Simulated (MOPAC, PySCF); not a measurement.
Species: formaldehyde, CH₂O, charge 0, multiplicity 1. SMILES: O=C
Geometry from a B3LYP-D3(BJ)/def2-TZVP (Ansatz) optimisation:
```xyz
4

O     -0.0009    -0.0102     0.6728
C      0.0007     0.0079    -0.5259
H     -0.0027     0.9554    -1.0993
H      0.0057    -0.9218    -1.1276
```
Charge 0, spin multiplicity 1.

Unscaled harmonic wavenumbers (cm⁻¹) in rising order, each level at the stationary point that it reaches from this structure (no distance between atoms moves by over 0.3 Å); the order of modes can differ between levels, and a negative number is imaginary. B3LYP-D3(BJ)/def2-TZVP (PySCF, at the structure above): 1202, 1267, 1535, 1820, 2881, 2936.

AM1 (MOPAC): 1164, 1176, 1443, 2052, 3084, 3120. Zero-point energy 17.2 against 16.6 kcal/mol; where all levels lie over 400 cm⁻¹, the wavenumbers are on average 1.016 times those of B3LYP-D3(BJ)/def2-TZVP.

PM6 (MOPAC): 1101, 1155, 1351, 1793, 2616, 2667. Zero-point energy 15.3 against 16.6 kcal/mol; where all levels lie over 400 cm⁻¹, the wavenumbers are on average 0.918 times those of B3LYP-D3(BJ)/def2-TZVP.
